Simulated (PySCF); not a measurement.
Species: C₄H₅Cl.
Atom-mapped SMILES: `[CH3:1][C:2]1=[C:3]([Cl:4])[CH2:5]1` (hydrogens: H6, H7, H8 on C1; H9, H10 on C5)

The calculation used PBE0-D3(BJ)/def2-SVP geometry optimisation, gas phase in PySCF 2.14.0.

**Question.** Give the optimised bond lengths and angles.

**Answer.** 
| bond | length (Å) | order |
| --- | --- | --- |
| C1–C2 | 1.468 | single |
| C2=C3 | 1.296 | double |
| C3–Cl4 | 1.691 | single |
| C3–C5 | 1.481 | single |
| C2–C5 | 1.523 | single |
| C1–H6, C1–H7, C1–H8 | 1.101 | single |
| C5–H9, C5–H10 | 1.103 | single |

Bonds in one row agree within 0.01 Å and their mean is given. Orders are formal, as drawn. A selection of angles:
| angle | degrees |
| --- | --- |
| C2–C1–H6 | 110.5 |
| C2–C1–H7 | 111.4 |
| H6–C1–H7 | 108.5 |
| H6–C1–H8 | 106.8 |
| C1–C2–C3 | 153.9 |
| C1–C2–C5 | 143.3 |
| C3–C2–C5 | 62.8 |
| C2–C3–Cl4 | 149.4 |
| C2–C3–C5 | 66.1 |
| Cl4–C3–C5 | 144.5 |
| C3–C5–H9 | 120.1 |
| C2–C5–C3 | 51.1 |
| C2–C5–H9 | 119.5 |
| H9–C5–H10 | 113.1 |

Torsions: C1–C2–C3–Cl4 1° (synperiplanar); C1–C2–C5–C3 179° (antiperiplanar). The mirror-image conformer, all signs reversed, is as good.

The 3-membered ring C2–C3–C5 has internal angles of 51.1° to 66.1°. The 5 heavy atoms lie in one plane (0.006 Å rms). The 4 C–C bonds span 1.296 Å (C2=C3, drawn double) to 1.523 Å (C2–C5, drawn single), a spread of 0.227 Å.

Point group: near Cs, missed by 0.12 Å at most; the miss may be what the optimiser left on a soft mode. Stationary, but not proved a minimum.
